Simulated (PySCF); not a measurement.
Species: formate(1-), CHO2 (charge -1).
Numbering: `[O:1]=[CH:2][O-:3]` (hydrogens: H4 on C2)

The closed-shell ground state was solved at several levels (PySCF, density fitting, gas phase, non-relativistic). Isolated species at its GFN2-xTB geometry, gas phase. No diffuse functions stand in pcJ-1 and pcSseg-1, which bears on an anion's orbital energies.

| level | basis functions | total energy (Eh) | HOMO (eV) | LUMO (eV) | gap (eV) |
| --- | --- | --- | --- | --- | --- |
| B3LYP/def2-SVPD | 74 | -189.0833 | -0.99 | 5.40 | 6.39 |
| PBE0/pcSseg-1 | 56 | -188.9751 | -0.52 | 7.96 | 8.48 |

(1) Estimate the row for B3LYP/pcJ-1, a basis of 91 functions; the other rows only guide the guess.

(2) Over all these levels, which gives the widest orbital gap and which the narrowest?

Results:

(1) Total energy -189.2006 Eh, HOMO -0.27 eV, LUMO 7.66 eV, gap 7.93 eV.

(2) PBE0/pcSseg-1 (global hybrid, 25 % exact exchange) has the widest, 8.48 eV, and B3LYP/def2-SVPD (global hybrid, 20 % exact exchange) the narrowest, 6.39 eV. Functional and basis both differ between the two, so the spread mixes both effects.
